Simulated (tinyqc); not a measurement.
G0W0 on RHF in the sto-3g basis, for H2F+, spin multiplicity 1, step by step. One step of it, computed by the program tinyqc.

Question. Integrals over molecular orbitals. (pq|rs) = sum C_ip C_jq C_kr C_ls (ij|kl), one index at a time.

coefficients C:
```
              MO1        MO2        MO3        MO4       MO5        MO6        MO7
1F 1s    0.994751  -0.251644   0.000000   0.054785  0.000000   0.104043   0.000000
1F 2s    0.022356   0.955951   0.000000  -0.274758  0.000000  -0.625526   0.000000
1F 2px   0.000000   0.000000   0.000000   0.000000  1.000000   0.000000   0.000000
1F 2py   0.000000   0.000000   0.729846   0.000000  0.000000   0.000000   0.811532
1F 2pz   0.001819   0.079568   0.000000   0.905766  0.000000  -0.466011   0.000000
2H 1s   -0.003808   0.083897   0.344443   0.194879  0.000000   0.738692  -0.758886
3H 1s   -0.003808   0.083897  -0.344443   0.194879  0.000000   0.738692   0.758886
```

core Hamiltonian H = T + V (hartree), lower triangle:
```
             1F 1s       1F 2s     1F 2px     1F 2py     1F 2pz      2H 1s      3H 1s
1F 1s   -41.018815
1F 2s    -9.626183  -11.494598
1F 2px    0.000000    0.000000  -9.138020
1F 2py    0.000000    0.000000   0.000000  -9.264447
1F 2pz   -0.010295   -0.126612   0.000000   0.000000  -9.172150
2H 1s    -1.415480   -3.266033   0.000000  -1.969559  -1.053160  -5.112085
3H 1s    -1.415480   -3.266033   0.000000   1.969559  -1.053160  -0.987868  -5.112085
```

Two-electron integrals (ij|kl) in chemists' order, unique and non-zero (hartree):
```
(11|11) 5.403501    (21|11) 0.841920    (21|21) 0.156299    (22|11) 1.268028
(22|21) 0.292344    (22|22) 0.926167    (31|31) 0.027998    (32|31) 0.043169
(32|32) 0.204588    (33|11) 1.264502    (33|21) 0.292403    (33|22) 0.925959
(33|33) 0.997514    (41|41) 0.027998    (42|41) 0.043169    (42|42) 0.204588
(43|43) 0.053770    (44|11) 1.264502    (44|21) 0.292403    (44|22) 0.925959
(44|33) 0.889973    (44|44) 0.997514    (51|51) 0.027998    (52|51) 0.043169
(52|52) 0.204588    (53|53) 0.053770    (54|54) 0.053770    (55|11) 1.264502
(55|21) 0.292403    (55|22) 0.925959    (55|33) 0.889973    (55|44) 0.889973
(55|55) 0.997514    (61|11) 0.124490    (61|21) 0.022922    (61|22) 0.042622
(61|33) 0.042556    (61|41) 0.000834    (61|42) 0.001567    (61|44) 0.042717
(61|51) 0.000433    (61|52) 0.000814    (61|54) 0.000084    (61|55) 0.042599
(61|61) 0.003396    (62|11) 0.321688    (62|21) 0.075189    (62|22) 0.266510
(62|33) 0.262572    (62|41) 0.004553    (62|42) 0.035821    (62|44) 0.271669
(62|51) 0.002366    (62|52) 0.018612    (62|54) 0.004727    (62|55) 0.265028
(62|61) 0.011194    (62|62) 0.095143    (63|31) 0.007793    (63|32) 0.046472
(63|43) 0.007504    (63|53) 0.003899    (63|63) 0.013968    (64|11) 0.196674
(64|21) 0.046551    (64|22) 0.176613    (64|33) 0.169108    (64|41) 0.010255
(64|42) 0.068926    (64|44) 0.189867    (64|51) 0.001279    (64|52) 0.011666
(64|54) 0.006887    (64|55) 0.170660    (64|61) 0.007215    (64|62) 0.077351
(64|64) 0.076385    (65|11) 0.102187    (65|21) 0.024187    (65|22) 0.091764
(65|33) 0.087864    (65|41) 0.001279    (65|42) 0.011666    (65|44) 0.090853
(65|51) 0.008458    (65|52) 0.052534    (65|54) 0.009056    (65|55) 0.096469
(65|61) 0.003749    (65|62) 0.040190    (65|64) 0.032430    (65|65) 0.030818
(66|11) 0.484732    (66|21) 0.115151    (66|22) 0.471210    (66|33) 0.455360
(66|41) 0.008569    (66|42) 0.095452    (66|44) 0.492391    (66|51) 0.004452
(66|52) 0.049595    (66|54) 0.019240    (66|55) 0.465357    (66|61) 0.017244
(66|62) 0.217859    (66|64) 0.205933    (66|65) 0.106998    (66|66) 0.774606
(71|11) 0.124490    (71|21) 0.022922    (71|22) 0.042622    (71|33) 0.042556
(71|41) -0.000834   (71|42) -0.001567   (71|44) 0.042717    (71|51) 0.000433
(71|52) 0.000814    (71|54) -0.000084   (71|55) 0.042599    (71|61) 0.003344
(71|62) 0.010837    (71|64) 0.006434    (71|65) 0.003633    (71|66) 0.016550
(71|71) 0.003396    (72|11) 0.321688    (72|21) 0.075189    (72|22) 0.266510
(72|33) 0.262572    (72|41) -0.004553   (72|42) -0.035821   (72|44) 0.271669
(72|51) 0.002366    (72|52) 0.018612    (72|54) -0.004727   (72|55) 0.265028
(72|61) 0.010837    (72|62) 0.075426    (72|64) 0.042532    (72|65) 0.030802
(72|66) 0.138195    (72|71) 0.011194    (72|72) 0.095143    (73|31) 0.007793
(73|32) 0.046472    (73|43) -0.007504   (73|53) 0.003899    (73|63) 0.010625
(73|73) 0.013968    (74|11) -0.196674   (74|21) -0.046551   (74|22) -0.176613
(74|33) -0.169108   (74|41) 0.010255    (74|42) 0.068926    (74|44) -0.189867
(74|51) -0.001279   (74|52) -0.011666   (74|54) 0.006887    (74|55) -0.170660
(74|61) -0.006434   (74|62) -0.042532   (74|64) -0.013795   (74|65) -0.017044
(74|66) -0.071611   (74|71) -0.007215   (74|72) -0.077351   (74|74) 0.076385
(75|11) 0.102187    (75|21) 0.024187    (75|22) 0.091764    (75|33) 0.087864
(75|41) -0.001279   (75|42) -0.011666   (75|44) 0.090853    (75|51) 0.008458
(75|52) 0.052534    (75|54) -0.009056   (75|55) 0.096469    (75|61) 0.003633
(75|62) 0.030802    (75|64) 0.017044    (75|65) 0.023052    (75|66) 0.061983
(75|71) 0.003749    (75|72) 0.040190    (75|74) -0.032430   (75|75) 0.030818
(76|11) 0.090527    (76|21) 0.021351    (76|22) 0.082230    (76|33) 0.080880
(76|44) 0.082744    (76|51) 0.001089    (76|52) 0.010299    (76|55) 0.082977
(76|61) 0.003137    (76|62) 0.028619    (76|64) 0.020450    (76|65) 0.013831
(76|66) 0.068667    (76|71) 0.003137    (76|72) 0.028619    (76|74) -0.020450
(76|75) 0.013831    (76|76) 0.010655    (77|11) 0.484732    (77|21) 0.115151
(77|22) 0.471210    (77|33) 0.455360    (77|41) -0.008569   (77|42) -0.095452
(77|44) 0.492391    (77|51) 0.004452    (77|52) 0.049595    (77|54) -0.019240
(77|55) 0.465357    (77|61) 0.016550    (77|62) 0.138195    (77|64) 0.071611
(77|65) 0.061983    (77|66) 0.278570    (77|71) 0.017244    (77|72) 0.217859
(77|74) -0.205933   (77|75) 0.106998    (77|76) 0.068667    (77|77) 0.774606
```

Give: one-electron integrals over orbitals h = C^T H C; Two-electron integrals over orbitals.

Answer.

one-electron integrals over orbitals h = C^T H C (hartree), lower triangle:
```
          1        2        3        4        5        6        7
1  -41.0009
2    0.6968  -9.5896
3    0.0000   0.0000  -7.8941
4   -0.1404   0.3166   0.0000  -8.7319
5    0.0000   0.0000   0.0000   0.0000  -9.1380
6   -0.2779   1.3104   0.0000   1.2979   0.0000  -5.3589
7    0.0000   0.0000  -2.2505   0.0000   0.0000   0.0000  -5.9999
```

Two-electron integrals over orbitals (pq|rs), unique and non-zero (hartree):
```
(11|11) 5.3627    (21|11) -0.5069   (21|21) 0.0759    (22|11) 1.2067
(22|21) -0.0202   (22|22) 0.8560    (31|31) 0.0167    (32|31) 0.0250
(32|32) 0.1544    (33|11) 0.9646    (33|21) -0.0081   (33|22) 0.7431
(33|33) 0.7146    (41|11) 0.1093    (41|21) -0.0141   (41|22) 0.0112
(41|33) 0.0041    (41|41) 0.0281    (42|11) -0.0824   (42|21) 0.0066
(42|22) -0.0029   (42|33) -0.0047   (42|41) 0.0323    (42|42) 0.1658
(43|31) -0.0027   (43|32) 0.0087    (43|43) 0.0460    (44|11) 1.1758
(44|21) -0.0142   (44|22) 0.8282    (44|33) 0.7058    (44|41) -0.0098
(44|42) -0.0831   (44|44) 0.9046    (51|51) 0.0296    (52|51) 0.0393
(52|52) 0.1830    (53|53) 0.0370    (54|51) -0.0079   (54|52) -0.0290
(54|54) 0.0533    (55|11) 1.2640    (55|21) -0.0143   (55|22) 0.8817
(55|33) 0.7330    (55|41) 0.0031    (55|42) -0.0454   (55|44) 0.8434
(55|55) 0.9975    (61|11) 0.2096    (61|21) -0.0326   (61|22) 0.0057
(61|33) 0.0026    (61|41) -0.0051   (61|42) -0.0171   (61|44) 0.0114
(61|55) 0.0059    (61|61) 0.0189    (62|11) -0.2783   (62|21) 0.0078
(62|22) -0.1379   (62|33) -0.0821   (62|41) -0.0158   (62|42) -0.0406
(62|44) -0.1087   (62|55) -0.1466   (62|61) 0.0029    (62|62) 0.0692
(63|31) -0.0034   (63|32) 0.0311    (63|43) 0.0191    (63|63) 0.0765
(64|11) -0.2479   (64|21) 0.0031    (64|22) -0.1343   (64|33) -0.0759
(64|41) -0.0078   (64|42) -0.0046   (64|44) -0.1417   (64|55) -0.1371
(64|61) 0.0017    (64|62) 0.0582    (64|64) 0.0658    (65|51) -0.0137
(65|52) -0.0528   (65|54) -0.0077   (65|65) 0.0244    (66|11) 0.6503
(66|21) -0.0052   (66|22) 0.5433    (66|33) 0.5362    (66|41) 0.0142
(66|42) 0.0622    (66|44) 0.5169    (66|55) 0.5232    (66|61) -0.0036
(66|62) -0.0404   (66|64) -0.0216   (66|66) 0.5283    (71|31) 0.0170
(71|32) 0.0244    (71|43) -0.0028   (71|63) -0.0031   (71|71) 0.0172
(72|31) 0.0178    (72|32) 0.0698    (72|43) -0.0187   (72|63) -0.0251
(72|71) 0.0174    (72|72) 0.0588    (73|11) 0.4347    (73|21) -0.0084
(73|22) 0.2190    (73|33) 0.1637    (73|41) -0.0009   (73|42) -0.0495
(73|44) 0.2129    (73|55) 0.2386    (73|61) 0.0048    (73|62) -0.0718
(73|64) -0.0796   (73|66) 0.0139    (73|73) 0.1636    (74|31) -0.0064
(74|32) -0.0487   (74|43) 0.0107    (74|63) -0.0414   (74|71) -0.0065
(74|72) -0.0114   (74|74) 0.0436    (75|53) 0.0260    (75|75) 0.0208
(76|31) -0.0099   (76|32) -0.0958   (76|43) -0.0461   (76|63) -0.0944
(76|71) -0.0101   (76|72) 0.0016    (76|74) 0.0554    (76|76) 0.1676
(77|11) 0.8021    (77|21) -0.0081   (77|22) 0.6101    (77|33) 0.6074
(77|41) 0.0026    (77|42) 0.0031    (77|44) 0.5914    (77|55) 0.6009
(77|61) 0.0029    (77|62) -0.0449   (77|64) -0.0319   (77|66) 0.5252
(77|73) 0.0796    (77|77) 0.5708
```
